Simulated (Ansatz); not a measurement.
## CH7AlSi (SMILES [CH3][AlH][SiH3]): the vertical energy of the triplet above the singlet from total energies

CH7AlSi has 10 atoms, charge 0, and is taken as a singlet. As SMILES, `[CH3][AlH][SiH3]`. The shape is that of a PBE0-D4/def2-TZVP optimisation.

Both states at this one shape; open shells run unrestricted unless said. 1 Eh = 27.2114 eV.

| level | program | singlet CH7AlSi (Eh) | triplet CH7AlSi (Eh) |
| --- | --- | --- | --- |
| PBE0/cc-pVDZ | Ansatz | -573.922523 | -573.788107 |
| RPA@PBE0/cc-pVDZ, 11 core orbitals frozen | Ansatz | -573.314348 | -573.173913 |

Problem. Work out the vertical gap, second state less first, at each level.

Solution. 
1. PBE0/cc-pVDZ: -573.788107 − (-573.922523) = 0.134416 Eh = 3.66 eV.
2. RPA@PBE0/cc-pVDZ: -573.173913 − (-573.314348) = 0.140435 Eh = 3.82 eV.

No measured value is set beside it here; the levels span 3.66 to 3.82 eV.
